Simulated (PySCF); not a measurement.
# CH4Si (SMILES [CH][SiH3]) at 6 levels

Aim: a comparison of 6 runs (UPBE0/STO-6G, UMP2/STO-6G, NEVPT2(4,4)/STO-6G, UCISD/STO-6G, UCCSD(T)/STO-6G, FCI/STO-6G) of CH4Si. The job is set up through a Python script.

The results are computed with PySCF 2.14.0.

6 further runs of the same task are left out: 1 that didn't finish, 5 set aside as unsound or not needed.

**1. Starting point**

CH4Si: 6 atoms, total charge 0, spin state triplet. SMILES: `[CH][SiH3]`. The Si2–H6 distance was set to 3.221 Å, away from the relaxed value. At this shape a bond of the SMILES string is far longer than usual.

Bond lengths: C1–Si2 1.808 Å, C1–H3 1.070 Å, Si2–H4 1.473 Å, Si2–H5 1.473 Å. Angles: C1–Si2–H4 110.4°, C1–Si2–H5 110.4°, Si2–C1–H3 147.9°, H4–Si2–H5 108.7°.

**2. A single-point energy at UPBE0/STO-6G (run 1)**

Contents of job.py:

```python
from pyscf import gto, dft

mol = gto.Mole()
mol.atom = [
    ('C', (0.972983, -2.219356, -0.325942)),
    ('Si', (0.046773, -0.962886, -1.239132)),
    ('H', (1.443563, -3.180676, -0.329562)),
    ('H', (-1.238447, -1.510386, -1.705162)),
    ('H', (0.817123, -0.506216, -2.408062)),
    ('H', (-0.513620, 1.543590, 0.705170)),
]
mol.verbose = 4
mol.spin = 2
mol.max_memory = 1860
mol.basis = 'sto-6g'
mol.charge = 0
mol.build()

myscf = dft.UKS(mol)
myscf.xc = 'pbe0'
myscf.conv_tol = 1e-10
myscf.grids.level = 5
myscf.kernel()
if not myscf.converged:
    myscf = myscf.newton().run(myscf.mo_coeff, myscf.mo_occ)

energy = myscf.e_tot
print('E = %.10f Eh' % energy)
```

Command:

```
$ OMP_NUM_THREADS=1 python job.py
```

The program printed:

```text
PySCF version 2.14.0

[... 54 lines left out ...]
WARN: HOMO -0.131581200714575 >= LUMO -0.159111109056399
[... 54 lines left out ...]
converged SCF energy = -328.347730240431  <S^2> = 2.7234563  2S+1 = 3.4487425
E = -328.3477302404 Eh
```

It took 6.3 s on 1 thread of Arm Neoverse V1, shared host; peak memory 0.2 GiB.

**3. A single-point energy at UMP2/STO-6G (run 2)**

Contents of job.py:

```python
from pyscf import gto, mp

mol = gto.M(
    atom='''
C      0.972983    -2.219356    -0.325942
Si     0.046773    -0.962886    -1.239132
H      1.443563    -3.180676    -0.329562
H     -1.238447    -1.510386    -1.705162
H      0.817123    -0.506216    -2.408062
H     -0.513620     1.543590     0.705170
''',
    max_memory=1860,
    verbose=4,
    spin=2,
    basis='sto-6g',
)

hf = mol.UHF()
hf.conv_tol = 1e-10
hf.kernel()
if not hf.converged:
    hf = hf.newton().run(hf.mo_coeff, hf.mo_occ)

pt = mp.MP2(hf, frozen=6).run()
energy = pt.e_tot
print(f'total energy: {energy:.8f} hartree')
```

Command:

```
$ OMP_NUM_THREADS=1 python job.py
```

The program printed:

```text
PySCF version 2.14.0

[... 41 lines left out ...]
WARN: HOMO -0.0311832347237496 >= LUMO -0.0919581345651792
[... 62 lines left out ...]
converged SCF energy = -327.739013102151  <S^2> = 2.9434208  2S+1 = 3.574029
[... 1 line left out ...]
******** <class 'pyscf.mp.ump2.UMP2'> ********
nocc = (np.int64(7), np.int64(5)), nmo = (12, 12)
frozen orbitals 6
E(UMP2) = -327.79001426851  E_corr = -0.0510011663589453
E(SCS-UMP2) = -327.796728355341  E_corr = -0.0577152531890832
E_corr(same-spin) = -0.00402247666344376
E_corr(oppo-spin) = -0.0469786896955016
total energy: -327.79001427 hartree
```

It took 1.1 s on 1 thread of Arm Neoverse V1, shared host; peak memory 0.12 GiB.

**4. A single-point energy at NEVPT2(4,4)/STO-6G (run 3)**

Contents of calc.py:

```python
import numpy
from pyscf import gto, scf, mp, mcscf, mrpt

mol = gto.M(
    atom='''
C      0.972983    -2.219356    -0.325942
Si     0.046773    -0.962886    -1.239132
H      1.443563    -3.180676    -0.329562
H     -1.238447    -1.510386    -1.705162
H      0.817123    -0.506216    -2.408062
H     -0.513620     1.543590     0.705170
''',
    max_memory=1860,
    basis='sto-6g',
    spin=2,
    verbose=3,
)

myscf = mol.ROHF()
myscf.conv_tol = 1e-10
myscf.kernel()
if not myscf.converged:
    myscf = myscf.newton().run(myscf.mo_coeff, myscf.mo_occ)

pt = mp.MP2(scf.addons.convert_to_uhf(myscf)).run()
noons, natorbs = mcscf.addons.make_natural_orbitals(pt)
print('natural occupations', numpy.round(noons[:40], 4))
cas = mcscf.CASSCF(myscf, 4, 4)
cas.fix_spin_(ss=2.0)
cas.natorb = True
cas.kernel(natorbs)
e_pt2 = mrpt.NEVPT(cas).kernel()
e_final = cas.e_tot + e_pt2
print('Final energy', e_final)
```

Command:

```
$ OMP_NUM_THREADS=1 python calc.py
```

The program printed:

```text
converged SCF energy = -327.630689568957
E(UMP2) = -327.757110717151  E_corr = -0.126421148193812
E(SCS-UMP2) = -327.76797712713  E_corr = -0.137287558173245
natural occupations [2.     2.     1.9999 1.9998 1.9998 1.9998 1.9912 1.9877 1.9846 1.9715
 1.8719 0.9999 0.9989 0.1317 0.0272 0.0129 0.0123 0.0109]
CASSCF energy = -327.734494667075
CASCI E = -327.734494667075  E(CI) = -2.94349833096879  S^2 = 2.0000000
Sr    (-1)',   E = -0.00036504509080
Si    (+1)',   E = -0.00021443005681
Sijrs (0)  ,   E = -0.03836927613933
Sijr  (+1) ,   E = -0.00559460192761
Srsi  (-1) ,   E = -0.00447282565215
Srs   (-2) ,   E = -0.00021982585271
Sij   (+2) ,   E = -0.00030408151844
Sir   (0)' ,   E = -0.01381866966211
Nevpt2 Energy = -0.063358755899963
Final energy -327.7978534229749
```

It took 1.3 s on 1 thread of Arm Neoverse V1, shared host; peak memory 0.12 GiB.

Runs 4 to 5 aren't shown in full; the table further down has their settings and results.

**5. A single-point energy at FCI/STO-6G (run 6)**

Contents of run.py:

```python
from pyscf import gto, mcscf

system = gto.M(
    atom=[
    ('C', (0.972983, -2.219356, -0.325942)),
    ('Si', (0.046773, -0.962886, -1.239132)),
    ('H', (1.443563, -3.180676, -0.329562)),
    ('H', (-1.238447, -1.510386, -1.705162)),
    ('H', (0.817123, -0.506216, -2.408062)),
    ('H', (-0.513620, 1.543590, 0.705170)),
],
    max_memory=1860,
    spin=2,
    verbose=4,
    basis='sto-6g',
)

mf = system.ROHF()
mf.conv_tol = 1e-10
mf.kernel()
if not mf.converged:
    mf = mf.newton().run(mf.mo_coeff, mf.mo_occ)

cas = mcscf.CASCI(mf, mf.mo_coeff.shape[-1] - 6, (system.nelec[0] - 6, system.nelec[1] - 6))  # full CI above the frozen core
cas.fix_spin_(ss=2.0)
cas.kernel()
e_final = cas.e_tot
print('E(%s) = %.9f' % ('FCI', e_final))
```

Command:

```
$ OMP_NUM_THREADS=1 python run.py
```

The program printed:

```text
PySCF version 2.14.0

[... 74 lines left out ...]
converged SCF energy = -327.630689568957
[... 1 line left out ...]
******** <class 'pyscf.mcscf.casci.CASCI'> ********
CAS (7e+5e, 12o), ncore = 6, nvir = 0
natorb = False
canonicalization = True
sorting_mo_energy = False
******** <class 'pyscf.fci.addons.SpinPenaltyFCISolver'> ********
max. cycles = 200
conv_tol = 1e-08
davidson only = True
linear dependence = 1e-12
level shift = 0.001
max iter space = 12
nroots = 1
pspace_size = 400
spin = None
Density matrix diagonal elements [1.96604165 1.97549147 1.96063239 1.964209   1.5273     0.99851227
 1.00016746 0.48401365 0.03945849 0.03694586 0.02570838 0.02151938]
CASCI converged
CASCI E = -327.826150588064  E(CI) = -25.1380476533396  S^2 = 2.0000000
E(FCI) = -327.826150588
```

Run time: 38 s. Hardware: 1 thread of Arm Neoverse V1, shared host; peak memory 0.25 GiB.

**6. All runs side by side**

| run | level | integration grid | frozen core orbitals | energy (Eh) | dipole moment (D) of the reference | HOMO energy (eV) | LUMO energy (eV) | wall time |
| --- | --- | --- | --- | --- | --- | --- | --- | --- |
| 1 | UPBE0/STO-6G | 5 | – | -328.347730 | 0.47 | -3.73 | 1.26 | 6.3 s |
| 2 | UMP2/STO-6G | – | 6 | -327.790014 | 0.82 | -6.96 | 6.24 | 1.1 s |
| 3 | NEVPT2(4,4)/STO-6G | – | – | -327.797853 | 0.39 | – | – | 1.3 s |
| 4 | UCISD/STO-6G | – | 6 | -327.816064 | 0.82 | -6.96 | 6.24 | 1.2 s |
| 5 | UCCSD(T)/STO-6G | – | 6 | -327.823805 | 0.82 | -6.96 | 6.24 | 1.4 s |
| 6 | FCI/STO-6G | – | 6 | -327.826151 | 0.39 | – | – | 38 s |

**7. Results**

```
                                          quantity          value
                               run 6: total energy  -327.82615 Eh
       run 6: dipole moment (Hartree–Fock density)         0.39 D
run 6: correlation energy (6 core orbitals frozen)     -195.5 mEh
```

**Reading.** Against full CI in this basis: UMP2 +36.1 mEh; UCISD +10.1 mEh; UCCSD(T) +2.3 mEh. In runs 1, 2, 3, 4, 5, 6 the basis is minimal, so the values are rough. Spin contamination of the reference: run 2 ⟨S²⟩ = 2.94, run 4 ⟨S²⟩ = 2.94, run 5 ⟨S²⟩ = 2.94, run 1 ⟨S²⟩ = 2.72. Where it is this large, the reference is a mixture of spin states, and values that rest on it are in doubt. All runs together took 49 s, the longest 38 s.
